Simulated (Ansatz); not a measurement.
## What a trial cell of Si3Br2 relaxes into

Level of theory: Ansatz 0.2.0, DFT PBE, scalar-relativistic, plane waves, PAW. Cutoff 420 eV, Γ-centred k mesh, Gaussian smearing, no spin polarisation in the final step.

Si3Br2 was placed on the sites of a reported Th3Ga2 cell (P4/mbm, No. 127), with Br in place of Ga, Si in place of Th, at a guessed volume.

```yaml
crystal:
  lattice:
    - [7.49862, 0.00000, 0.00000]
    - [0.00000, 7.49862, 0.00000]
    - [0.00000, 0.00000, 3.95927]
  atoms:
    - { symbol: Si, position: [0.00000, 0.00000, 0.00000] }
    - { symbol: Si, position: [0.50000, 0.50000, 0.00000] }
    - { symbol: Si, position: [0.17680, 0.67680, 0.50000] }
    - { symbol: Si, position: [0.32320, 0.17680, 0.50000] }
    - { symbol: Si, position: [0.82320, 0.32320, 0.50000] }
    - { symbol: Si, position: [0.67680, 0.82320, 0.50000] }
    - { symbol: Br, position: [0.38270, 0.88270, 0.00000] }
    - { symbol: Br, position: [0.11730, 0.38270, 0.00000] }
    - { symbol: Br, position: [0.61730, 0.11730, 0.00000] }
    - { symbol: Br, position: [0.88270, 0.61730, 0.00000] }
```

Cell and atoms relax at zero pressure; the relaxation can't lower the symmetry of the start. After a coarse first stage the cell is made exact in the group found at 0.06 Å.

Energies over the elements count from the elements' standard structures at the same level, with no empirical corrections.

(1) Which crystal results?

(2) What are its volume, energy, density and gap?

Answers

(1) It keeps P4/mbm (No. 127), but not the shape of the type it started on. Conventional cell: a = 8.771 Å, c = 3.181 Å. Si on Wyckoff site a (2 atoms of the primitive cell) has 2 Si at 3.18 Å, 4 Br at 3.46 Å and 8 Si at 3.51 Å; Si on Wyckoff site h (4 atoms of the primitive cell) is coordinated by 2 Br at 2.50 Å; Br is coordinated by 2 Si at 2.50 Å.

```xyz
10
Lattice="8.7706 0.0000 0.0000 0.0000 8.7706 0.0000 0.0000 0.0000 3.1806" Properties=species:S:1:pos:R:3 pbc="T T T"
Si    0.0000    0.0000    0.0000
Si    4.3853    4.3853    0.0000
Si    1.9205    6.3058    1.5903
Si    2.4648    1.9205    1.5903
Si    6.8500    2.4648    1.5903
Si    6.3058    6.8500    1.5903
Br    3.2832    7.6685    0.0000
Br    1.1021    3.2832    0.0000
Br    5.4874    1.1021    0.0000
Br    7.6685    5.4874    0.0000
```

(2) The volume per atom is 24.5 Å³, the density is 3.3 g/cm³ and the energy over the elements is 0.82 eV/atom. The gap on the 4×4×12 mesh is 0 eV (a metal).

The final run used a 4×4×12 mesh on its 10-atom cell and 0.10 eV smearing. The k mesh leaves about 4 meV/atom of noise in metals. No dispersion correction is applied, so the spacing between layers, chains or molecules is poorly fixed, and with it the volume and density. A structure relaxed within its symmetry needn't be a true minimum.

Cost: 4 runs of about 3.2 core-minutes in all, on Arm Neoverse V2 (shared hosts).